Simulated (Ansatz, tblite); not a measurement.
# The cluster Al₃B−: a ladder of methods and basis sets

An exercise on one series of results from a longer session: the logs are not shown, and one member is left open.

The runs use Ansatz 0.2.0, Gaussian basis; as each input shows.

Levels to be run: GFN2-xTB, PBE-D4/def2-TZVPD, r2SCAN-D4/def2-TZVPD, BLYP-D4/def2-TZVPD, B97M-V/def2-TZVPD, r2SCANh-D4/def2-TZVPD, B2PLYP/def2-TZVPD, PBE-QIDH/def2-TZVPD, PBE-D4/def2-SVPD, PBE0-D4/def2-SVPD, HF/STO-3G, HF/6-31G, B3LYP-D4/6-31G, CCSD(T)/def2-TZVPPD, MP2/def2-TZVPD, RPA/def2-TZVPD.

1 further run of the same task is left out (set aside as unsound or not needed). Runs told in other sessions of the task aren't counted.

## The relaxed structure

The doublet was relaxed beforehand with B3LYP-D4/def2-TZVPD. At that level it is the lowest of the isomers that a small search found.

4 atoms, charge -1, spin multiplicity 2.

Bond lengths: B1–Al2 2.056 Å, B1–Al3 1.977 Å, B1–Al4 2.056 Å. Angles: Al2–B1–Al3 111.5°, Al2–B1–Al4 128.9°, Al3–B1–Al4 110.6°.

As a file:

```xyz
4
Al3B
B     1.38544    0.43646   -0.71770
Al    2.16278   -1.13671   -1.78992
Al   -0.07624   -0.15166    0.47601
Al    1.09583    2.38450   -1.30939
```

The ion is computed in the gas phase, without counter-ions or solvent.

PBE0-D4/def2-TZVPD was run before; its log isn't repeated, and its numbers join the tables.

Set-up of the first run:

Tight binding, by tblite at 300 K electronic temperature and without a spin-polarisation term:

```python
tblite.interface.Calculator('GFN2-xTB', numbers, positions, charge=-1, uhf=1).singlepoint()
```

start.molden holds the orbitals of an earlier run on this state, given as this run's starting guess.

in.yaml

```yaml
crystal:
  periodic: [false, false, false]
  atoms:
    - {symbol: B, position_ang: [1.385439, 0.436459, -0.717701]}
    - {symbol: Al, position_ang: [2.162777, -1.136707, -1.789921]}
    - {symbol: Al, position_ang: [-0.076242, -0.151655, 0.476014]}
    - {symbol: Al, position_ang: [1.095827, 2.384503, -1.309392]}
basis:
  gaussian: {orbitals: def2-TZVPD, initial_orbitals: start.molden}
total_charge: -1
magnetization: {spin_polarized: true, initial_magnetization: 1}
hamiltonian: {xc: pbe, dispersion: d4}
scf: {omitted_lower_state_checks: [starts]}
output: {forces: true, orbitals: {seedname: orbitals}}
```

Run with:

```
$ ansatz run in.yaml --threads 4 --pin off --events-out ev --progress --plain --max-ram 3916MiB
```

Steps of the session up to this table: PBE-D4/def2-TZVPD; r2SCAN-D4/def2-TZVPD; BLYP-D4/def2-TZVPD; B97M-V/def2-TZVPD; r2SCANh-D4/def2-TZVPD; B2PLYP/def2-TZVPD; PBE-QIDH/def2-TZVPD; PBE-D4/def2-SVPD; PBE0-D4/def2-SVPD; HF/STO-3G; HF/6-31G; B3LYP-D4/6-31G; CCSD(T)/def2-TZVPPD; MP2/def2-TZVPD; RPA/def2-TZVPD.

One table of the session follows, with a row left open; its other results are not shown here.

It belongs to the step «Levels side by side». 

```
                level  LUMO (eV)  gap (eV)
            HF/STO-3G      15.00      8.66
             HF/6-31G          ?         ?
     PBE-D4/def2-SVPD       0.30      0.28
    PBE-D4/def2-TZVPD       0.30      0.30
   BLYP-D4/def2-TZVPD       0.45      0.25
 r2SCAN-D4/def2-TZVPD       0.46      0.62
    B97M-V/def2-TZVPD       0.30      0.40
r2SCANh-D4/def2-TZVPD       0.72      1.14
       B3LYP-D4/6-31G       0.91      1.26
    PBE0-D4/def2-SVPD       0.95      1.64
   PBE0-D4/def2-TZVPD       0.96      1.66
```

**Question.** Estimate the row for HF/6-31G.

As computed: LUMO (eV): 3.97; gap (eV): 6.12. In the column «LUMO (eV)» it lies between PBE0-D4/def2-TZVPD (0.96) and HF/STO-3G (15.00).

Caveats from the session: Doubts: large T1 diagnostic, spin contamination. Notes on CCSD(T)/def2-TZVPPD: large T1 diagnostic, spin contamination.
